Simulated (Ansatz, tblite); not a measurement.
Cost and result up the ladder for BN₂ (3 atoms). The state is a doublet with charge 0. Geometry: r2SCAN-D4/def2-TZVP.

```
atom   x (Å)   y (Å)   z (Å)
  B1  -0.380   0.032   0.747
  N2   0.660  -0.384  -0.119
  N3  -0.280   0.353  -0.628
```

Ansatz on 4 threads of Arm Neoverse V2 on a shared host; xTB runs through tblite on one thread. Times are rough, summed over both states, and most runs start from the orbitals of an earlier one. CCSD(T)/def2-TZVPP serves as the yardstick here, not as an exact answer. Differences are given only for rows in sets of like size (and for xTB, whose basis is part of the method), since another set adds its own error. The other state is a quartet at its own geometry.

The xTB rows come from tblite. B3LYP takes the VWN-RPA correlation. Correlated methods freeze 3 core orbitals. The structure comes from a short search, and lower isomers may exist.

Correlated methods converge slowly with the basis.

xTB has no spin-polarisation term.

```csv
level,functions,wall time,quartet − doublet (eV),difference from CCSD(T)/def2-TZVPP (eV)
GFN1-xTB,12,0.002 s,2.14,0.28
GFN2-xTB,12,0.002 s,1.81,-0.05
HF/6-31G,27,0.2 s,1.09,–
B3LYP-D4/6-31G,27,0.5 s,1.48,–
LDA (SPW92)/def2-TZVP,93,0.6 s,1.74,-0.12
MP2/def2-TZVP,93,0.6 s,1.97,0.11
revPBE-D4/def2-TZVP,93,1 s,1.66,-0.20
PBE-D4/def2-TZVP (with forces),93,1.1 s,1.68,-0.18
BLYP-D4/def2-TZVP,93,1.1 s,1.71,-0.15
RPA@PBE/def2-TZVP,93,1.3 s,1.85,-0.01
BHLYP-D4/def2-TZVP,93,1.4 s,1.78,-0.08
PBE0-D4/def2-TZVP,93,1.8 s,1.72,-0.14
r2SCAN-D4/def2-TZVP,93,2.2 s,1.51,-0.35
CCSD(T)/def2-TZVPP,93,3.5 s,1.86,0.00
```
